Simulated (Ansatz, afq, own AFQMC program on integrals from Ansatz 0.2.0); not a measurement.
Integrals from Ansatz 0.2.0, then the random walk in our own AFQMC program (afq).

```yaml
crystal:
  periodic: [false, false, false]
  atoms:
    - {symbol: Ge, position_ang: [0.000000, 0.000000, 0.000000]}
    - {symbol: O, position_ang: [0.000000, 0.000000, 1.622593]}
basis:
  gaussian: {orbitals: cc-pVQZ}
magnetization: {spin_polarized: false}
correlation: {method: ccsd_t, electrons: outside_noble_gas, hamiltonian_folder: ham}
```

```sh
$ ansatz run in.yaml --threads 1 --pin off --events-out ev --progress --plain --max-ram 24576MiB --backend cuda --devices 0, --max-vram 18GiB
```

Options of the walk:

```
--method phaseless --trial hf --walkers 800 --populations 10 --least-time 40 --time-step 0.005 --steps-per-block 20 --equilibration-blocks 112 --max-blocks 4000 --target-error 0.0009500 --factor-cut 1e-05 --seed 5589 --taylor-order 6
```

Times are imaginary, in 1/Eh. The walk had a cap of 90 s. With eight or more populations the least sampling time is a fifth of least-time, and the error comes from their spread. Filled inner d shells are frozen with the cores.

Log:

```
orbitals 108  electrons 5 5  factors 749 of 776
reference energy -2150.29762888 Eh
CCSD correlation -0.35800760 Eh in 12 cycles, weight of the determinant in the CISD state 0.8669
energy of the start -2150.297629 Eh
 block  time / (1/Eh)  mean weight  energy / Eh
     1     0.100  1.0027  -2150.426939
     2     0.200  1.0037  -2150.493178
     3     0.300  1.0035  -2150.538552
     4     0.400  1.0024  -2150.564955
     5     0.500  1.0022  -2150.581957
     7     0.700  0.9997  -2150.616386
     9     0.900  1.0012  -2150.617169
    25     2.500  0.9994  -2150.661565
    73     7.300  1.0003  -2150.723211
   121    12.100  0.9985  -2150.658962
   169    16.900  1.0012  -2150.704970
   217    21.700  1.0012  -2150.699907
   265    26.500  0.9989  -2150.670602
   313    31.300  0.9999  -2150.670733
   361    36.100  1.0005  -2150.679027
   409    40.900  1.0010  -2150.682852
   457    45.700  1.0006  -2150.678108
   505    50.500  1.0005  -2150.680338
   553    55.300  0.9988  -2150.678493
   601    60.100  0.9994  -2150.681082
   649    64.900  0.9988  -2150.642701
   697    69.700  1.0005  -2150.668623
   745    74.500  0.9999  -2150.717204
   793    79.300  1.0004  -2150.687034
   841    84.100  0.9989  -2150.685381
   889    88.900  1.0015  -2150.699295
   937    93.700  1.0009  -2150.722451
   985    98.500  0.9991  -2150.659020
error from the spread of 10 populations
energy -2150.681320 +/- 0.001254 Eh
(rows thinned)
```

The run passed its tests (sampling time, drift between the halves within three errors, error under three times the target), which doesn't prove that it has relaxed, ending at its cap on processor time.

Against this walk (error 34.1 meV) on the same determinant: CCSD(T) 117.5 meV higher, CCSDT(Q) 62.9 meV higher (within the noise), a separate phaseless walk with a CISD trial and standard settings 99.2 ± 34.9 meV higher. The error is statistical and leaves out the bias of the constraint. None of these is a sure reference here.

Cautions: constraint bias not in the error; error above the target (34.1 against 25.9 meV); no relativity below Rb; no spin-orbit coupling; inner d shell frozen; raised T1 diagnostic (T1 0.030, weight of the determinant 0.87, largest double 0.06); the bias of populations of 80 walkers isn't removed.

The walk took 90 s on 1 × NVIDIA H100 80GB HBM3 with 2 threads of AMD EPYC 7R13 Processor (Zen 3) (shared host) (the card was shared). The log's last line is the phaseless energy.

CCSDT and higher add their correlation energy to the determinant of the CCSD(T) run, since their own runs factorise the integrals more tightly (a shift of under 2 meV). A walk keeps the symmetry of its determinant, which the program's search chose and which needn't be the lowest solution, so a lower state of the same spin and another symmetry isn't excluded.
